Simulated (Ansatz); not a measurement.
Consider the formal loss of a carbene: `CCC(F)S` → `[CH]F` + `CCS`.

Isolated molecules relaxed with PBE0-D4/def2-TZVP in Ansatz; ΔE leaves out vibrations. CCSD(T)/CBS adds triple-zeta CCSD(T) − MP2 to the extrapolated MP2 energy (def2 sets, frozen cores). This one scheme is used for every species. DFT in def2-TZVPP. B3LYP here is the variant with VWN-RPA as its local correlation; programs differ in this. Each species was taken in one conformer, which may not be the lowest.

| level | ΔE (eV) | difference from CCSD(T)/CBS |
| --- | --- | --- |
| B3LYP-D4 | 3.96 | -0.02 |
| r2SCANh-D4 | 4.24 | 0.26 |
| r2SCAN0-D4 | 4.26 | 0.28 |
| ωB97X-V | 4.05 | 0.07 |
| PBE | 4.08 | 0.10 |
| revPBE | 3.79 | -0.19 |
| r2SCAN | 4.20 | 0.22 |
| r2SCANh | 4.21 | 0.23 |
| LC-ωPBE | 4.17 | 0.19 |
| RPA@PBE/def2-TZVPP | 3.64 | -0.34 |
| HF/def2-SVP | 3.59 | -0.39 |
| CCSD/def2-SVP | 3.96 | -0.02 |
| SCS-MP2/def2-TZVPP | 4.00 | 0.02 |
| CCSD/def2-TZVPP | 3.87 | -0.11 |
| MP2/def2-QZVPP | 4.24 | 0.26 |
| CCSD/CBS(def2) | 3.94 | -0.04 |
| CCSD(T)/CBS | 3.98 | 0 |

What do rigid-rotor, harmonic-oscillator terms from PBE0-D4/def2-TZVP frequencies (298.15 K, 1 bar) make of the CCSD(T)/CBS value? (Best estimate.)

Ansatz gave: ΔZPE = -0.24 eV, ΔH = +3.80 eV, ΔS = 177 J/(mol·K), ΔG = +3.26 eV.

Largest T1 diagnostic among the species: 0.018.

From BLYP to BHLYP (50 % exact exchange), in def2-TZVPP and without D4, ΔE moves by +0.24 eV. The D4 term adds +0.13 eV with B3LYP and +0.07 eV with PBE0; it sums over pairs of atoms, weighted by their polarisabilities, and B3LYP, whose exchange is more repulsive, gets the larger term. Leaving LDA and LC-ωPBE aside and taking each functional with its dispersion term where it has one, the values, not all of them listed here, spread over 0.41 eV, from BLYP-D4 to r2SCAN0-D4. LDA lies +0.68 eV from PBE without D4.

CCSD(T)/CBS has its own doubt, a few kJ/mol and more with outer-core shells, so smaller differences from it don't rank the levels.
